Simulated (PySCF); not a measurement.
**methylenimine: gas-phase deprotonation enthalpies at several levels**

Structure: `C=N` (CH3N). Numbering: `[CH2:1]=[NH:2]`

All levels share the PBE0-D3(BJ)/ma-def2-SVP structures and the PBE0-D3(BJ)/ma-def2-SVP thermal terms; only the single-point energies (PySCF) change. Values are gas-phase deprotonation enthalpies (298 K, kJ/mol).

| level | N2 | C1 | abs. error | time |
| --- | --- | --- | --- | --- |
| MP2/jun-cc-pV(T+d)Z | 1627 | 1689 | 3.9 | 5.3 s |
| CCSD(T)/jun-cc-pV(T+d)Z | 1635 | 1692 | 4.7 | 91 s |
| ωB97X-D3(BJ)/ma-def2-TZVP | 1637 | 1698 | 6.3 | – |
| HF/jun-cc-pV(T+d)Z | 1659 | 1715 | 28.6 | 0.9 s |
| ATcT 1.112 | 1631 | n/a |  |  |

Times are wall times for all single points of a level on 1 thread of Arm Neoverse V1, a shared host; the dash marks the run that also made the structures.

Hartree-Fock leaves out electron correlation, so its deprotonation energies can be off by tens of kJ/mol.

The widest spread is that of N2: 32 kJ/mol, from 1627 to 1659.

Note: one E/Z form of each vinyl-type anion was tried, and another may lie lower.
